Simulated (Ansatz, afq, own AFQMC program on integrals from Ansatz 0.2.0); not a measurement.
## H2O + Br, doublet in cc-pVTZ along one coordinate

```xyz
4

O    -0.9663   -0.2316    0.0000
H    -1.2156    0.6949    0.0000
H    -0.0068   -0.2316    0.0000
Br    2.1887   -0.2316    0.0000
```

A hydrogen atom is moved from one rigid fragment to the other; the O1–H3 distance tells how far. The two fragments are held close together, so this isn't a minimum-energy path and the start is a compressed complex. Energies in kJ/mol count from this geometry (0.960 Å) at the same level; the start stands on UHF, each point on the determinant named.

Basis cc-pVTZ. Only valence electrons are correlated. AFQMC by an in-house program on the Cholesky factors that Ansatz 0.2.0 writes for its CCSD(T) run. ph-AFQMC/CISD is guided by a CISD state made of CCSD amplitudes; releasing the constraint for a short imaginary time cuts its bias at the price of noise, slowly where states lie close. Uncertainties: one standard error, sampling alone. No spin–orbit coupling.

Cautions, each for one point or more: inner d shell frozen; no relativity below Rb; no spin-orbit coupling; the ph-AFQMC/CISD walk drifts between its halves; the search met a lower determinant of the same kind, perhaps of another symmetry; unrestricted determinant slightly spin contaminated; unrestricted determinant spin contaminated.

| r(O1–H3) / Å | det. | T1 | weight | ⟨S²⟩ | CCSD(T) | ph-AFQMC/CISD | released AFQMC | PBE | r2SCAN |
| --- | --- | --- | --- | --- | --- | --- | --- | --- | --- |
| 1.150 | UHF | 0.011 | 0.87 | 0.76 | 67.6 | 66.1 ± 0.9 | – | 31.0 | 43.5 |
| 1.245 | UHF† | 0.026 | 0.85 | 0.85 | 115.8 | 117.1 ± 0.9 | – | – | – |
| 1.340 | UHF† | 0.033 | 0.84 | 0.89 | 148.9 | 147.9 ± 0.9 | – | – | – |
| 1.435 | UHF† | 0.028 | 0.85 | 0.84 | 158.8 | 157.4 ± 0.8 | 157.4 ± 1.4 | – | – |
| 1.625 | UHF | 0.009 | 0.88 | 0.76 | 128.3 | 125.7 ± 0.8 | 127.9 ± 1.1 | 106.2 | 103.1 |

Weight is that of the determinant in the CISD state; at the start T1 is 0.008 and the weight 0.88, and ⟨S²⟩ is 0.76. A dagger marks points whose determinant fills other symmetries than the start's, so the wave-function levels may follow another state there, or a degenerate partner. A dash marks a missing value, a released energy that hasn't settled or a functional that sits on another state. Largest departures from phaseless AFQMC with a CISD trial: CCSD(T) 2.6 kJ/mol at 1.625 (on UHF), released AFQMC 2.3 kJ/mol at 1.625 (on UHF) (within the noise), PBE -35.1 kJ/mol at 1.150, r2SCAN -22.6 kJ/mol at 1.150. The walk's constraint bias lies outside its error bars, so these are departures and not errors. Functionals count only at points shown to share the start's state and spin.

Some points may be missing: those where a free walk finds a much lower state, and past Zn most of those on another determinant than at the start.

A walk keeps the symmetry of its determinant, which the program's search chose and which needn't be the lowest solution, so a lower state of the same spin and another symmetry isn't excluded. Released energies are given only where the last usable release times agree within the noise; a slower fall can still hide under it.
